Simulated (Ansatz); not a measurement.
Start from `C=C(C)C=O` and change one atom or group to get `C=C(C)C(N)=O`.

Ansatz, PBE0-D4/def2-TZVP geometries, multiplicity 1. Each molecule was computed in one conformer, which needn't be the lowest.

```csv
property,`C=C(C)C=O`
HOMO energy (PBE0/def2-TZVPP) / eV,-7.52
HOMO–LUMO gap (PBE0/def2-TZVPP) / eV,5.82
HOMO energy (B3LYP/def2-TZVPP) / eV,-7.28
HOMO–LUMO gap (B3LYP/def2-TZVPP) / eV,5.35
LUMO energy (ωB97M-V/def2-TZVPP) / eV,0.50
LUMO energy (PBE/def2-TZVPP) / eV,-2.72
```

(1) What does the change do to each property? (An estimate is asked.)

Results:

(1) Ansatz gave: 
| property | `C=C(C)C(N)=O` | shift |
| --- | --- | --- |
| HOMO energy (PBE0/def2-TZVPP) / eV | -7.40 | 0.12 |
| HOMO–LUMO gap (PBE0/def2-TZVPP) / eV | 6.55 | 0.73 |
| HOMO energy (B3LYP/def2-TZVPP) / eV | -7.15 | 0.13 |
| HOMO–LUMO gap (B3LYP/def2-TZVPP) / eV | 6.07 | 0.72 |
| LUMO energy (ωB97M-V/def2-TZVPP) / eV | 1.27 | 0.77 |
| LUMO energy (PBE/def2-TZVPP) / eV | -1.81 | 0.91 |

With PBE0 the HOMO rises by 0.12 eV and the LUMO rises by 0.85 eV, so the gap widens by about 0.73 eV. PBE moves the HOMO by 0.12 eV and ωB97M-V by 0.12 eV. The zero-point energy changes by 46.9 kJ/mol with +6 modes.

B3LYP here is the variant with VWN-RPA as its local correlation; programs differ in this.
